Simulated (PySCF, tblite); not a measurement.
Species: difluorophosphane, F2HP.
Structure used (GFN2-xTB), in Å, numbered top down from 1:
```
atom  x, y, z in Å
F1    -1.1481   -0.7072   -0.2068
P2    -0.0020    0.0759    0.6218
F3     1.2269   -0.5702   -0.2059
H4    -0.0666    1.2063   -0.2319
```

Method used: PBE0/pcSseg-1 in PySCF (dipole) on a GFN2-xTB geometry, gas phase.

Masses are those of the commonest isotopes; rigid-rotor values at the optimised geometry. 

(1) What are A, B and C (MHz)?

(2) What kind of rotor is it?

(3) Is it planar, by Δ = Ic − Ia − Ib?

(4) Give the other two planar moments, Paa and Pbb, and the rms extents of the mass along the axes.

(5) Which lines would a microwave search look for?

(6) Estimate the classical rotational partition function at 10 K, 50 K and 100 K.

Answers

(1) Ia = 22.92, Ib = 55.70, Ic = 74.74 u·Å²; 505379 MHz·u·Å²/I gives A = 22051, B = 9074, C = 6762 MHz.

(2) An asymmetric top. Ray's parameter κ = (2B − A − C)/(A − C) = -0.698; −1 is the prolate and +1 the oblate limit.

(3) Not planar: Δ = Ic − Ia − Ib = -3.88 u·Å². For a rigid frame Δ = −2 Σ m c², so Σ m c² = 1.94 u·Å² lies off the ab plane: 1.86 from hydrogen and 0.08 from heavier atoms. The atom farthest from that plane is 1.36 Å away.

(4) Paa = Σ m a² = (Ib + Ic − Ia)/2 = 53.76 and Pbb = Σ m b² = (Ia + Ic − Ib)/2 = 20.98 u·Å². With the mass M = 69.98 u, the rms extents √(P/M) along a, b and c are 0.88, 0.55, 0.17 Å.

(5) The dipole components are |μa| = 0.00 D, |μb| = 1.86 D, |μc| = 0.49 D; the mirror of this Cs structure is the bc plane, so μa vanishes by symmetry and there are no a-type lines. Intensities carry the squares of the components, which stand as 1.00 : 0.07 (b : c). Some lines, for components of 0.1 D or more:

| type | branch | J(Ka,Kc) | MHz | lower level (cm⁻¹) |
| --- | --- | --- | --- | --- |
| c | Q | 3(1,3) ← 3(0,3) | 8415 | 3.123 |
| b | R | 3(1,2) ← 2(2,1) | 11855 | 3.470 |
| c | Q | 1(1,1) ← 1(0,1) | 12977 | 0.528 |
| b | Q | 1(1,0) ← 1(0,1) | 15289 | 0.528 |
| b | Q | 2(1,1) ← 2(0,2) | 17883 | 1.575 |
| b | Q | 3(1,2) ← 3(0,3) | 22265 | 3.123 |
| b | Q | 2(2,1) ← 2(1,2) | 45868 | 1.940 |
| b | Q | 3(2,2) ← 3(1,3) | 49502 | 3.404 |
| c | Q | 3(3,1) ← 3(2,1) | 69449 | 5.101 |
| b | Q | 3(3,1) ← 3(2,2) | 70833 | 5.055 |
| b | R | 2(2,1) ← 1(1,0) | 72916 | 1.038 |
| b | R | 3(2,2) ← 2(1,1) | 86440 | 2.172 |
| c | R | 3(2,1) ← 2(1,1) | 87824 | 2.172 |
| c | R | 3(2,2) ← 2(1,2) | 93375 | 1.940 |
| b | R | 3(3,1) ← 2(2,0) | 118059 | 3.480 |
| c | R | 3(3,0) ← 2(2,0) | 118080 | 3.480 |

(6) Point group Cs, symmetry number σ = 1; q = (√π/σ)·√((kT/h)³/(ABC)), k/h = 20836.6 MHz/K: 145 at 10 K, 1620 at 50 K, 4580 at 100 K.

Its GFN2-xTB frequencies are all real (lowest 322 cm⁻¹). These are rigid-rotor constants of the computed structure; measured ground-state constants (B0) also hold zero-point vibration.
